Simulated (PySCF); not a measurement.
Which level of theory gave which numbers?

Species: C4H12NP.
Atom-mapped SMILES: `[CH3:1][N:2]([CH3:3])[P:4]([CH3:5])[CH3:6]` (hydrogens: H7, H8, H9 on C1; H10, H11, H12 on C3; H13, H14, H15 on C5; H16, H17, H18 on C6)

The closed-shell ground state was solved 5 times with PySCF (density fitting, gas phase), always in the pcSseg-1 basis (169 functions), with these functionals: B97-2, BHandHLYP, CAM-B3LYP, LC-wPBE and wB97X-D. One conformer (not necessarily the lowest) at the PBE0-D3(BJ)/def2-SVP geometry, without solvent, vibrations or thermal averaging.

```csv
row,total energy (Eh),HOMO (eV),LUMO (eV),dipole (D)
P,-555.4754,-8.14,3.51,0.68
Q,-555.5531,-6.66,2.13,0.60
R,-555.6309,-7.39,2.99,0.71
S,-555.5881,-6.86,2.28,0.61
T,-555.6443,-5.32,1.20,0.71
```

**Question.** Which functional belongs to which row?

**Answer.** P = LC-wPBE, Q = BHandHLYP, R = wB97X-D, S = CAM-B3LYP, T = B97-2. By rising HOMO–LUMO gap: B97-2 (global hybrid, 21 % exact exchange) 6.52 eV; BHandHLYP (global hybrid, 50 % exact exchange) 8.79 eV; CAM-B3LYP (range-separated hybrid) 9.14 eV; wB97X-D (range-separated hybrid) 10.38 eV; LC-wPBE (range-separated hybrid) 11.65 eV. Total energies of different functionals aren't bounds to one another; each is stationary for its own functional.

Shape of the structure used: `[CH3:1][N:2]([CH3:3])[P:4]([CH3:5])[CH3:6]`: C1–N2–P4–C5 -65°.

Note: wB97X-D ran without an empirical dispersion term, which enters the total energy and its gradient alone.
